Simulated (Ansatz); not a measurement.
**C4H8, singlet: reading a ladder of total energies**

Geometry: MP2(full)/6-31G*, from the G2/97 set.

```xyz
12

C     0.0000    0.0000    1.4353
C     0.0000    0.0000    0.0961
H     0.0000    0.9243    2.0049
H     0.0000   -0.9243    2.0049
C     0.0000    1.2727   -0.7023
H     0.0000    2.1530   -0.0551
H     0.8802    1.3235   -1.3531
H    -0.8802    1.3235   -1.3531
C     0.0000   -1.2727   -0.7023
H     0.0000   -2.1530   -0.0551
H    -0.8802   -1.3235   -1.3531
H     0.8802   -1.3235   -1.3531
```

Basis cc-pVDZ; Ansatz 0.2.0. Correlated methods freeze the noble-gas cores, which leaves 24 electrons in 92 orbitals. Prefix R: restricted or restricted open-shell reference.

Full CI isn't at hand for all of this; RCCSDT(Q) serves as the reference, and is uncertain by about the last step of the cluster series.

Runs differ by some tens of microhartree through their thresholds, so steps under 0.03 kcal/mol mean nothing.

```
    level  total energy (hartree)
      RHF             -156.123877
     RMP2             -156.686131
    RCCSD             -156.740265
 RCCSD(T)             -156.760144
   RCCSDT             -156.761089
RCCSDT(Q)             -156.762333
```

Q: What is the correlation energy at RCCSDT(Q), and what share of it do RMP2 and RCCSD(T) recover?

A: E(corr) = -156.762333 − (-156.123877) = -0.638456 hartree = -17.373 eV. RMP2: -0.562254 / -0.638456 = 88.06 %. RCCSD(T): -0.636267 / -0.638456 = 99.66 %.

Q: By how many kcal/mol does RCCSD(T) miss RCCSDT(Q) (1 hartree = 627.509 kcal/mol), and which steps make up the rest?

A: -156.760144 − (-156.762333) = 0.002189 hartree = 1.37 kcal/mol. Steps: RCCSDT − RCCSD(T) = -0.59, RCCSDT(Q) − RCCSDT = -0.78 kcal/mol. Differences between like states or geometries often cancel part of this.
